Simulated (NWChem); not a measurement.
System: silicon monoxide (SiO, singlet); SMILES [Si]=O

The following NWChem deck was run.

```
start job
memory heap 200 mb stack 900 mb global 1100 mb
geometry units angstroms noautosym nocenter noautoz
  Si     0.000000     0.000000     0.548651
  O      0.000000     0.000000    -0.960088
end
basis spherical
  * library def2-svp
end
dft
  xc becke88 lyp
  iterations 150
end
task dft gradient
```

Output (shortened):

```
             Northwest Computational Chemistry Package (NWChem) 7.3.0
             --------------------------------------------------------

                             Geometry "geometry" -> ""
                             -------------------------

 Output coordinates in angstroms (scale by  1.889725989 to convert to a.u.)

  No.       Tag          Charge          X              Y              Z
 ---- ---------------- ---------- -------------- -------------- --------------
    1 Si                  14.0000     0.00000000     0.00000000     0.54865100
    2 O                    8.0000     0.00000000     0.00000000    -0.96008800

 Effective nuclear repulsion energy (a.u.)      39.2830382776

                                 NWChem DFT Module
                                 -----------------

 Summary of "ao basis" -> "ao basis" (spherical)
 ------------------------------------------------------------------------------
       Tag                 Description            Shells   Functions and Types
 ---------------- ------------------------------  ------  ---------------------
 Si                         def2-svp                 8       18   4s3p1d
 O                          def2-svp                 6       14   3s2p1d

            General Information
            -------------------
          SCF calculation type: DFT
          Wavefunction type:  closed shell.
          No. of atoms     :     2
          No. of electrons :    22
           Alpha electrons :    11
            Beta electrons :    11
          Charge           :     0
          Spin multiplicity:     1
          Use of symmetry is: off; symmetry adaption is: off
          Maximum number of iterations: 150
          AO basis - number of functions:    32
                     number of shells:    14
          Convergence on energy requested:  1.00D-06
          Convergence on density requested:  1.00D-05
          Convergence on gradient requested:  5.00D-04

              XC Information
              --------------
                    Becke 1988 Exchange Functional  1.000
              Lee-Yang-Parr Correlation Functional  1.000

             Grid Information
             ----------------
          Grid used for XC integration:  medium
          Radial quadrature: Mura-Knowles
          Angular quadrature: Lebedev.
          Tag              B.-S. Rad. Rad. Pts. Rad. Cut. Ang. Pts.
          ---              ---------- --------- --------- ---------
          Si                  1.10       88           6.0       590
          O                   0.60       49           6.0       434
          Grid pruning is: on
          Number of quadrature shells:   137
          Spatial weights used:  Erf1

      Superposition of Atomic Density Guess
      -------------------------------------

 Sum of atomic energies:        -363.42969821

      Non-variational initial energy
      ------------------------------

 Total energy =    -363.485847
 1-e energy   =    -581.403630
 2-e energy   =     178.634744
 HOMO         =      -0.346905
 LUMO         =      -0.019317

   convergence    iter        energy       DeltaE   RMS-Dens  Diis-err
 ---------------- ----- ----------------- --------- --------- ---------
 d= 0,ls=0.0,diis     1   -364.4029496023 -4.04D+02  1.05D-01  1.10D+00
 d= 0,ls=0.0,diis     2   -360.8377151964  3.57D+00  8.69D-02  2.07D+01
 d= 0,ls=0.0,diis     3   -364.5631102752 -3.73D+00  4.89D-03  4.50D-02
 d= 0,ls=0.0,diis     4   -364.5661858128 -3.08D-03  1.64D-03  1.07D-02
 d= 0,ls=0.0,diis     5   -364.5674458701 -1.26D-03  9.76D-04  2.54D-03
  Resetting Diis
 d= 0,ls=0.0,diis     6   -364.5677608477 -3.15D-04  1.46D-04  7.64D-06
 d= 0,ls=0.0,diis     7   -364.5677620933 -1.25D-06  8.47D-05  7.30D-07
 d= 0,ls=0.0,diis     8   -364.5677606118  1.48D-06  5.09D-05  1.37D-05
 d= 0,ls=0.0,diis     9   -364.5677622088 -1.60D-06  1.21D-05  7.44D-08
 d= 0,ls=0.0,diis    10   -364.5677622237 -1.50D-08  2.53D-07  1.33D-10

         Total DFT energy =     -364.567762223739
      One electron energy =     -582.849859943822
           Coulomb energy =      208.448542596053
    Exchange-Corr. energy =      -29.449483153610
 Nuclear repulsion energy =       39.283038277639

 Numeric. integr. density =       21.999996461819

                       DFT Final Molecular Orbital Analysis
                       ------------------------------------

 Vector    9  Occ=2.000000D+00  E=-2.858874D-01
              MO Center= -9.4D-09,  9.4D-09, -6.5D-01, r^2= 1.1D+00
   Bfn.  Coefficient  Atom+Function         Bfn.  Coefficient  Atom+Function
  ----- ------------  ---------------      ----- ------------  ---------------
    23     -0.397616  2 O  py                22      0.387386  2 O  px
    26     -0.264425  2 O  py                25      0.257622  2 O  px
    12     -0.162274  1 Si py                11      0.158099  1 Si px
     9     -0.156184  1 Si py                 8      0.152165  1 Si px
     6      0.087098  1 Si py                 5     -0.084857  1 Si px

 Vector   10  Occ=2.000000D+00  E=-2.858874D-01
              MO Center= -2.3D-09,  1.1D-09, -6.5D-01, r^2= 1.1D+00
   Bfn.  Coefficient  Atom+Function         Bfn.  Coefficient  Atom+Function
  ----- ------------  ---------------      ----- ------------  ---------------
    22      0.397616  2 O  px                23      0.387386  2 O  py
    25      0.264425  2 O  px                26      0.257622  2 O  py
    11      0.162274  1 Si px                12      0.158099  1 Si py
     8      0.156184  1 Si px                 9      0.152165  1 Si py
     5     -0.087098  1 Si px                 6     -0.084857  1 Si py

 Vector   11  Occ=2.000000D+00  E=-2.609124D-01
              MO Center=  6.1D-10, -5.6D-10,  3.9D-02, r^2= 2.3D+00
   Bfn.  Coefficient  Atom+Function         Bfn.  Coefficient  Atom+Function
  ----- ------------  ---------------      ----- ------------  ---------------
    24      0.476033  2 O  pz                 4     -0.381389  1 Si s
    10     -0.330556  1 Si pz                27      0.282053  2 O  pz
     3     -0.230982  1 Si s                 13     -0.184561  1 Si pz
     7      0.178721  1 Si pz                 2     -0.158184  1 Si s
    21     -0.135397  2 O  s                 16      0.063446  1 Si d  0

 Vector   12  Occ=0.000000D+00  E=-8.617217D-02
              MO Center=  1.4D-08, -1.2D-08,  4.3D-01, r^2= 2.5D+00
   Bfn.  Coefficient  Atom+Function         Bfn.  Coefficient  Atom+Function
  ----- ------------  ---------------      ----- ------------  ---------------
    11      0.512982  1 Si px                12     -0.464091  1 Si py
     8      0.287875  1 Si px                 9     -0.260438  1 Si py
    22     -0.249335  2 O  px                25     -0.238421  2 O  px
    23      0.225572  2 O  py                26      0.215698  2 O  py
     5     -0.146666  1 Si px                 6      0.132688  1 Si py

 Vector   13  Occ=0.000000D+00  E=-8.617217D-02
              MO Center= -5.8D-09,  5.3D-09,  4.3D-01, r^2= 2.5D+00
   Bfn.  Coefficient  Atom+Function         Bfn.  Coefficient  Atom+Function
  ----- ------------  ---------------      ----- ------------  ---------------
    12      0.512982  1 Si py                11      0.464091  1 Si px
     9      0.287875  1 Si py                 8      0.260438  1 Si px
    23     -0.249335  2 O  py                26     -0.238421  2 O  py
    22     -0.225572  2 O  px                25     -0.215698  2 O  px
     6     -0.146666  1 Si py                 5     -0.132688  1 Si px

 Vector   14  Occ=0.000000D+00  E= 3.517414D-02
              MO Center=  5.3D-09, -4.8D-09,  3.3D-01, r^2= 3.4D+00
   Bfn.  Coefficient  Atom+Function         Bfn.  Coefficient  Atom+Function
  ----- ------------  ---------------      ----- ------------  ---------------
    13      1.111971  1 Si pz                21      0.796263  2 O  s
     4     -0.771036  1 Si s                 27      0.211324  2 O  pz
    10      0.188908  1 Si pz                16      0.182498  1 Si d  0
    24      0.168743  2 O  pz                20      0.133272  2 O  s
     7     -0.098596  1 Si pz                19      0.085863  2 O  s

     Multipole analysis of the density
     ---------------------------------

     L   x y z        total         alpha         beta         nuclear
     -   - - -        -----         -----         ----         -------
     0   0 0 0     -0.000000    -11.000000    -11.000000     22.000000

     1   1 0 0      0.000000      0.000000      0.000000      0.000000
     1   0 1 0     -0.000000     -0.000000     -0.000000      0.000000
     1   0 0 1      0.923969      0.461597      0.461597      0.000775

     2   2 0 0    -12.155575     -6.077788     -6.077788      0.000000
     2   1 1 0      0.000000      0.000000      0.000000      0.000000
     2   1 0 1      0.000000      0.000000      0.000000      0.000000
     2   0 2 0    -12.155575     -6.077788     -6.077788      0.000000
     2   0 1 1     -0.000000     -0.000000     -0.000000      0.000000
     2   0 0 2    -14.898289    -28.140610    -28.140610     41.382931

            General Information
            -------------------
          SCF calculation type: DFT
          Wavefunction type:  closed shell.
          No. of atoms     :     2
          No. of electrons :    22
           Alpha electrons :    11
            Beta electrons :    11
          Charge           :     0
          Spin multiplicity:     1
          Use of symmetry is: off; symmetry adaption is: off
          Maximum number of iterations: 150
          AO basis - number of functions:    32
                     number of shells:    14
          Convergence on energy requested:  1.00D-06
          Convergence on density requested:  1.00D-05
          Convergence on gradient requested:  5.00D-04

              XC Information
              --------------
                    Becke 1988 Exchange Functional  1.000
              Lee-Yang-Parr Correlation Functional  1.000

             Grid Information
             ----------------
          Grid used for XC integration:  medium
          Radial quadrature: Mura-Knowles
          Angular quadrature: Lebedev.
          Tag              B.-S. Rad. Rad. Pts. Rad. Cut. Ang. Pts.
          ---              ---------- --------- --------- ---------
          Si                  1.10       88           6.0       590
          O                   0.60       49           6.0       434
          Grid pruning is: on
          Number of quadrature shells:   137
          Spatial weights used:  Erf1

          Convergence Information
          -----------------------
          Convergence aids based upon iterative change in
          total energy or number of iterations.
          Levelshifting, if invoked, occurs when the
          HOMO/LUMO gap drops below (HL_TOL):  1.00D-02
          DIIS, if invoked, will attempt to extrapolate
          using up to (NFOCK): 10 stored Fock matrices.

                    Damping( 0%)  Levelshifting(0.5)       DIIS
                  --------------- ------------------- ---------------
          dE  on:    start            ASAP                start
          dE off:    2 iters        150 iters           150 iters

                            NWChem DFT Gradient Module
                            --------------------------

  charge          =   0.00
  wavefunction    = closed shell

                         DFT ENERGY GRADIENTS

    atom               coordinates                        gradient
                 x          y          z           x          y          z
   1 Si      0.000000   0.000000   1.036800    0.000000  -0.000000  -0.042530
   2 O       0.000000   0.000000  -1.814303   -0.000000   0.000000   0.042530
```

Level: BLYP/def2-SVP. Low-valent species are run as closed-shell singlets; no triplet was tried in these runs. All runs use the structure optimised with PBE0-D3(BJ)/def2-TZVP.
